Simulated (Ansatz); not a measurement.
# C₅H₁₂O: how energies converge with the basis set

Aim: see how fast density functionals converge with the basis set for C₅H₁₂O.

Method: one geometry, several basis sets; program: Ansatz 0.2.0, Gaussian basis.

The runs, in order: PBE0-D4/def2-SVP; ωB97M-V/def2-SVP; PBE0-D4/def2-QZVPP; ωB97M-V/def2-QZVPP; the functionals' def2-TZVPP values are taken from earlier runs.

**1. Structure used throughout**

The geometry comes from an earlier relaxation with PBE0-D4 in a triple-zeta def2 set; it is a stationary point, not always the lowest conformer.

SMILES `CCCCOC`, 18 atoms, charge 0, spin multiplicity 1.

Atoms are counted from 1 here; the program's logs count them from 0.

Bond lengths: C1–C2 1.519 Å, C1–H7 1.093 Å, C1–H8 1.093 Å, C1–H9 1.092 Å, C2–C3 1.520 Å, C2–H10 1.096 Å, C2–H11 1.096 Å, C3–C4 1.509 Å, C3–H12 1.095 Å, C3–H13 1.095 Å, C4–O5 1.404 Å, C4–H14 1.103 Å, C4–H15 1.103 Å, O5–C6 1.398 Å, C6–H16 1.090 Å, C6–H17 1.100 Å, C6–H18 1.100 Å. Angles: C2–C1–H7 111.1°, C2–C1–H8 111.1°, C2–C1–H9 111.6°, H7–C1–H8 107.5°, H7–C1–H9 107.7°, H8–C1–H9 107.7°, C1–C2–C3 112.7°, C1–C2–H10 109.5°, C1–C2–H11 109.5°, C3–C2–H10 109.4°, C3–C2–H11 109.4°, H10–C2–H11 106.0°, C2–C3–C4 112.6°, C2–C3–H12 110.0°, C2–C3–H13 110.0°, C4–C3–H12 108.7°, C4–C3–H13 108.7°, H12–C3–H13 106.5° and more.

**2. PBE0-D4 in def2-SVP**

in.yaml

```yaml
crystal:
  periodic: [false, false, false]
  atoms:
    - {symbol: C, position_ang: [-1.563860, -1.021308, 2.276842]}
    - {symbol: C, position_ang: [-0.335618, -0.480986, 1.565369]}
    - {symbol: C, position_ang: [-0.587420, -0.197526, 0.093920]}
    - {symbol: C, position_ang: [0.633922, 0.340930, -0.610683]}
    - {symbol: O, position_ang: [0.325997, 0.575725, -1.960052]}
    - {symbol: C, position_ang: [1.416099, 1.079068, -2.676966]}
    - {symbol: H, position_ang: [-1.902447, -1.956074, 1.821561]}
    - {symbol: H, position_ang: [-2.393414, -0.310891, 2.223422]}
    - {symbol: H, position_ang: [-1.362272, -1.218887, 3.332035]}
    - {symbol: H, position_ang: [0.000655, 0.437186, 2.060907]}
    - {symbol: H, position_ang: [0.488789, -1.196937, 1.662494]}
    - {symbol: H, position_ang: [-1.403122, 0.525248, -0.014533]}
    - {symbol: H, position_ang: [-0.911674, -1.112066, -0.414021]}
    - {symbol: H, position_ang: [1.467553, -0.376735, -0.532683]}
    - {symbol: H, position_ang: [0.970395, 1.275501, -0.131704]}
    - {symbol: H, position_ang: [1.093936, 1.231308, -3.707513]}
    - {symbol: H, position_ang: [1.761401, 2.039312, -2.267215]}
    - {symbol: H, position_ang: [2.263683, 0.378532, -2.669582]}
basis:
  gaussian: {orbitals: def2-SVP}
hamiltonian: {xc: pbe0, dispersion: d4}
output: {orbitals: {seedname: orbitals}}
```

On the command line:

```bash
$ ansatz run in.yaml --threads 2 --pin off --events-out ev --progress --plain --max-ram 22528MiB --backend cpu
```

Further steps of the session: ωB97M-V in def2-SVP; PBE0-D4 in def2-QZVPP; ωB97M-V in def2-QZVPP.

**Question.** What will the summary of the whole plan be? Wanted: PBE0-D4: double and triple zeta above quadruple; ωB97M-V: double and triple zeta above quadruple.

As calculated:

```
                                       quantity          value
PBE0-D4: double and triple zeta above quadruple  8.69, 0.43 eV
ωB97M-V: double and triple zeta above quadruple  9.13, 0.42 eV
```

In words: For PBE0-D4 the step from double to triple zeta gains 8.26 eV and the next only 0.43 eV. Total energies overstate the basis error of differences, where much of it tends to cancel. The LUMO of ωB97M-V is positive and keeps falling with the basis (3.53 to 1.96 eV): an unbound level that the basis holds in place.
